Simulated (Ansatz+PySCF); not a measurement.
Values are calculated unless marked as measured or tabulated.
## Ansatz (development build ahead of 0.2.0) run

```yaml
crystal:
  periodic: [false, false, false]
  atoms:
    - { symbol: C, position_ang: [0.0, 0.0, -1.22478] }
    - { symbol: O, position_ang: [0.0, 0.0, 0.91858] }
basis:
  gaussian: { orbitals: STO-3G }
hamiltonian:
  xc: pbe0
output:
  forces: true
```

The input is written out in the form of the current development build from the run's settings.

The run gave:

* Converged: yes
* Total energy: -111.23039 hartree
* Spin squared of the determinant: 0.000
* Stability test: minimum among restricted orbitals

Forces (eV/Å):
| atom | Fx | Fy | Fz |
| --- | --- | --- | --- |
| C1 | 0.000 | 0.000 | 9.997 |
| O2 | 0.000 | 0.000 | -9.997 |

Caution: an unrestricted determinant lies well below.
